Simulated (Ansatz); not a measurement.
Input file:

```yaml
crystal:
  periodic: [false, false, false]
  atoms:
    - {symbol: B, position_ang: [0.000000, -0.717740, 1.080601]}
    - {symbol: Si, position_ang: [0.000000, -0.007888, -0.777449]}
    - {symbol: B, position_ang: [0.000000, 0.884552, 0.923210]}
    - {symbol: H, position_ang: [0.000000, -1.569398, 0.170474]}
basis:
  gaussian: {orbitals: cc-pVDZ}
magnetization: {spin_polarized: false, initial_magnetization: 3}
correlation: {method: ccsdt_q, electrons: outside_noble_gas}
```

```sh
$ ansatz run in.yaml --threads 1 --pin off --events-out ev --progress --plain --max-ram 2393MiB
```

Log:

```
980 factors; integrals over basis functions are off by at most 2.5e-7 eV
mean field evaluation 1: about -9213.0487 eV, gradient 1.2e1 eV
mean field evaluation 2: about -9213.1438 eV, gradient 1.2e1 eV
mean field evaluation 4: about -9214.8408 eV, gradient 4.3e0 eV
mean field evaluation 8: about -9215.1109 eV, gradient 6.9e-1 eV
mean field evaluation 16: about -9215.1403 eV, gradient 2.9e-4 eV
mean field evaluation 32: about -9215.1402 eV, gradient 2.1e-2 eV
mean field evaluation 64: about -9214.6385 eV, gradient 8.7e-2 eV
mean field evaluation 96: about -9214.6388 eV, gradient 3.2e-2 eV
mean field evaluation 128: about -9214.6388 eV, gradient 2.9e-5 eV
mean field evaluation 160: about -9213.7924 eV, gradient 2.0e0 eV
...
mean field -9215.14025152 eV, -338.6501579970 hartree, gradient 5.0e-6 eV, S^2 3.750000; 13 other end points of the search recorded, 0 dependent functions left out
...
determinant -9215.14025152 eV, -338.6501579970 hartree, with singles and doubles -9221.96689440 eV, -338.9010324954 hartree
determinant -9214.63883226 eV, -338.6317311789 hartree, with singles and doubles -9221.07270524 eV, -338.8681716499 hartree
determinant -9213.17589380 eV, -338.5779691823 hartree, with singles and doubles -9220.30524373 eV, -338.8399679596 hartree
determinant -9212.69492159 eV, -338.5602937795 hartree, with singles and doubles -9219.69810955 eV, -338.8176561903 hartree
determinant -9212.52055114 eV, -338.5538857837 hartree, with singles and doubles -9219.35427863 eV, -338.8050206369 hartree
determinant -9212.07086012 eV, -338.5373599436 hartree, with singles and doubles -9219.19947387 eV, -338.7993316669 hartree
7 core orbitals not correlated: weight in the atoms' cores, before any rotation towards them, 1.000 or more for the frozen orbitals, at most 0.000 for the correlated occupied ones
reference -9215.14025152 eV, -338.6501579970 hartree; 7, 4 occupied and 37, 40 virtual orbitals, 980 factors
second order -5.90807165 eV of doubles, -0.12238356 eV of singles
...
cycle  13  -7.30315849 eV  change   -1.5e-4 eV  update   1.0e-4
cycle  14  -7.30323912 eV  change   -8.1e-5 eV  update   5.3e-5
cycle  15  -7.30324686 eV  change   -7.7e-6 eV  update   3.2e-5
cycle  16  -7.30321429 eV  change    3.3e-5 eV  update   2.1e-5
cycle  17  -7.30321094 eV  change    3.4e-6 eV  update   1.3e-5
cycle  18  -7.30320239 eV  change    8.5e-6 eV  update   8.2e-6
cycle  19  -7.30320130 eV  change    1.1e-6 eV  update   4.9e-6
cycle  20  -7.30320549 eV  change   -4.2e-6 eV  update   2.7e-6
cycle  21  -7.30320510 eV  change    3.9e-7 eV  update   1.5e-6
cycle  22  -7.30320438 eV  change    7.2e-7 eV  update   9.8e-7
perturbative correction -0.04006724 eV, -0.0014724438 hartree
Total energy: -9222.48352314 eV, -338.9200182517 hartree
```

The T1 diagnostic is 0.045.

Ran on 1 thread of Arm Neoverse V1, shared host: 56 s wall, 0.58 GiB peak host memory.
